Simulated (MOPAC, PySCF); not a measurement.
CHCl₃, SMILES `ClC(Cl)Cl`, neutral singlet in the gas phase. 

Cartesian coordinates (Å):
```xyz
5

Cl    -0.9233    -1.3955    -0.4398
C     -0.0021     0.0008     0.1045
Cl    -0.7307     1.5002    -0.4571
Cl     1.6803    -0.1141    -0.3962
H     -0.0242     0.0087     1.1887
```
Charge 0, spin multiplicity 1.

All levels are single points at this geometry (PBE0-D3(BJ)/def2-TZVP); Pople sets use spherical d functions. Orbital energies aren't observables, and empty levels follow the basis.

```json
[
 {"level": "TPSSh-D3(BJ)/def2-TZVP in PySCF", "HOMO (eV)": "-8.11", "LUMO (eV)": "-1.32", "gap (eV)": "6.79", "dipole (D)": "1.09", "vertical IE, Delta-SCF (eV)": "–"},
 {"level": "B3LYP/6-311+G** in PySCF", "HOMO (eV)": "-8.69", "LUMO (eV)": "-1.28", "gap (eV)": "7.41", "dipole (D)": "1.17", "vertical IE, Delta-SCF (eV)": "–"},
 {"level": "B3LYP/6-31G* in PySCF", "HOMO (eV)": "-8.54", "LUMO (eV)": "-1.00", "gap (eV)": "7.53", "dipole (D)": "1.25", "vertical IE, Delta-SCF (eV)": "11.02"},
 {"level": "B3LYP/LANL2DZ in PySCF", "HOMO (eV)": "-8.76", "LUMO (eV)": "-0.84", "gap (eV)": "7.91", "dipole (D)": "1.38", "vertical IE, Delta-SCF (eV)": "–"},
 {"level": "BP86/6-31G* in PySCF", "HOMO (eV)": "-7.49", "LUMO (eV)": "-1.95", "gap (eV)": "5.54", "dipole (D)": "1.23", "vertical IE, Delta-SCF (eV)": "–"},
 {"level": "M06-2X/6-31G* in PySCF", "HOMO (eV)": "-10.24", "LUMO (eV)": "0.26", "gap (eV)": "10.50", "dipole (D)": "1.28", "vertical IE, Delta-SCF (eV)": "–"},
 {"level": "PBE/6-31G* in PySCF", "HOMO (eV)": "-7.38", "LUMO (eV)": "-1.84", "gap (eV)": "5.55", "dipole (D)": "1.22", "vertical IE, Delta-SCF (eV)": "10.60"},
 {"level": "HF/3-21G in PySCF", "HOMO (eV)": "-12.61", "LUMO (eV)": "3.19", "gap (eV)": "15.80", "dipole (D)": "1.60", "vertical IE, Delta-SCF (eV)": "–"},
 {"level": "HF/6-31G* in PySCF", "HOMO (eV)": "-12.33", "LUMO (eV)": "3.33", "gap (eV)": "15.66", "dipole (D)": "1.36", "vertical IE, Delta-SCF (eV)": "12.06"},
 {"level": "HF/STO-3G in PySCF", "HOMO (eV)": "-11.40", "LUMO (eV)": "7.16", "gap (eV)": "18.56", "dipole (D)": "1.62", "vertical IE, Delta-SCF (eV)": "–"},
 {"level": "AM1 in MOPAC", "HOMO (eV)": "-11.83", "LUMO (eV)": "-0.38", "gap (eV)": "11.45", "dipole (D)": "1.15", "vertical IE, Delta-SCF (eV)": "–"},
 {"level": "PM6 in MOPAC", "HOMO (eV)": "-11.29", "LUMO (eV)": "-0.63", "gap (eV)": "10.67", "dipole (D)": "1.23", "vertical IE, Delta-SCF (eV)": "–"},
 {"level": "PM7 in MOPAC", "HOMO (eV)": "-11.57", "LUMO (eV)": "-0.69", "gap (eV)": "10.88", "dipole (D)": "1.39", "vertical IE, Delta-SCF (eV)": "–"}
]
```
